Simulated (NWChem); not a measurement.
**One shape, several levels: NO+ (nitrosonium)**

Aim: a comparison of 4 runs (HF/STO-3G, HF/3-21G, B3LYP/6-31G*) of NO+ (nitrosonium). 

Program for the calculation: NWChem 7.3.0.

### 1 The structure to begin with

The species is NO+ (2 atoms), meant as a singlet with charge +1. As SMILES, `N#[O+]`. The N1–O2 distance was set to 1.223 Å, away from the relaxed value.

Bond lengths: N1–O2 1.223 Å.

### 2 A single-point energy at HF/STO-3G (run 1)

calc.nw reads:

```
start calc
memory stack 880 mb heap 220 mb global 1100 mb
charge 1

geometry units bohr noautosym nocenter noautoz
  N    0.00000000   0.00000000  -0.30137352
  O    0.00000000   0.00000000   2.00919461
end

basis "ao basis" spherical bse
  * library STO-3G
end

scf
  thresh 1e-08
  maxiter 80
  print medium
end

task scf
```

Launch:

```console
$ nwchem calc.nw > calc.out
```

The program printed:

```text
[...]
  functions       =    10
[...]
  wavefunction    = RHF
[...]
         Total SCF energy =   -127.183271430788
      One-electron energy =   -215.044017370238
      Two-electron energy =     63.624282503074
 Nuclear repulsion energy =     24.236463436376
        Time for solution =      0.1s
[...]
```

Run time: 0.69 s. Hardware: 1 thread of Intel Xeon 6975P-C (Granite Rapids), shared host; peak memory 0.097 GiB.

### 3 A single-point energy at HF/3-21G (run 2)

a.nw reads:

```
start a
memory total 2200 mb
charge 1

geometry units angstroms noautosym nocenter noautoz
N        0.000000       0.000000      -0.159480
O        0.000000       0.000000       1.063220
end

basis spherical bse
* library 3-21G
end

scf
thresh 1e-08
maxiter 80
print low
end

task scf energy
```

Launch:

```console
$ nwchem a.nw > a.out
```

The program printed:

```text
[...]
  functions       =    18
[...]
  wavefunction    = RHF
[...]
         Total SCF energy =   -128.070432283804
      One-electron energy =   -216.374774505680
      Two-electron energy =     64.067877067723
 Nuclear repulsion energy =     24.236465154153
        Time for solution =      0.1s
 Task  times  cpu:        0.1s     wall:        0.1s
[...]
```

It took 0.73 s on 1 thread of Intel Xeon 6975P-C (Granite Rapids), shared host; peak memory 0.097 GiB.

Run 3 isn't shown in full; the table further down has it.

### 4 The energy at B3LYP/6-31G(d) (Cartesian functions) (run 4)

calc.nw reads:

```
start calc
memory total 2200 mb
charge 1

geometry units angstrom noautosym nocenter noautoz
   N      0.000000     0.000000    -0.159480
   O      0.000000     0.000000     1.063220
end

basis
   N library 6-31G*
   O library 6-31G*
end

dft
   xc b3lyp
   grid xfine
   convergence energy 1e-08
   iterations 100
   mulliken
end

task dft energy
```

Launch:

```console
$ nwchem calc.nw > calc.out
```

The program printed:

```text
[...]
          Wavefunction type:  closed shell.
          No. of atoms     :     2
          No. of electrons :    14
[...]
          Charge           :     1
          Spin multiplicity:     1
[...]
          AO basis - number of functions:    30
[...]
              XC Information
              --------------
                         B3LYP Method XC Potential
                     Hartree-Fock (Exact) Exchange  0.200
                        Slater Exchange Functional  0.800 local
                    Becke 1988 Exchange Functional  0.720 non-local
              Lee-Yang-Parr Correlation Functional  0.810
                  VWN I RPA Correlation Functional  0.190 local
[...]
 d= 0,ls=0.0,diis     1   -129.2692234124 -1.54D+02  7.49D-02  2.39D+00     0.3
[...]
 d= 0,ls=0.0,diis    10   -129.4818113453 -2.18D-11  7.39D-08  2.81D-11     1.6
         Total DFT energy =     -129.481811345251
      One electron energy =     -218.159571416315
           Coulomb energy =       79.215129340700
    Exchange-Corr. energy =      -14.773834423789
 Nuclear repulsion energy =       24.236465154153
[...]
      Total Density - Mulliken Population Analysis
     ---------------------------------------------
    Atom       Charge   Shell Charges
 -----------   ------   -------------------------------------------------------
    1 N    7     6.29   1.99  1.05  1.84  0.85  0.52  0.04
    2 O    8     7.71   1.99  1.04  2.62  0.91  1.10  0.05
[...]
```

Run time: 2.2 s. Hardware: 1 thread of Intel Xeon 6975P-C (Granite Rapids), shared host; peak memory 0.11 GiB.

### 5 All runs side by side

```
run                               level  iteration cap  module  energy (Eh)  HOMO energy (eV)  LUMO energy (eV)  HOMO–LUMO gap (eV)  wall time
  1                           HF/STO-3G             80     scf  -127.183271            -28.65             -9.24               19.41     0.69 s
  2                            HF/3-21G             80     scf  -128.070432                 –                 –                   –     0.73 s
  3  B3LYP/6-31G* (spherical functions)            100     dft  -129.479318            -24.71            -15.21                9.50      1.9 s
  4  B3LYP/6-31G* (Cartesian functions)            100     dft  -129.481811            -24.72            -15.22                9.50      2.2 s
```

### 6 What came out

| quantity | value |
| --- | --- |
| run 4: total energy | -129.48181 Eh |
| run 4: HOMO energy | -24.72 eV |
| run 4: LUMO energy | -15.22 eV |
| run 4: HOMO–LUMO gap | 9.50 eV |

What this shows: Over runs 1, 3, 4 the HOMO–LUMO gap runs from 9.50 eV (B3LYP/6-31G*) to 19.41 eV (HF/STO-3G). The two ends differ in method and basis. In run 1 the basis is minimal, so the values are rough. All runs together took 5.6 s, the longest 2.2 s.
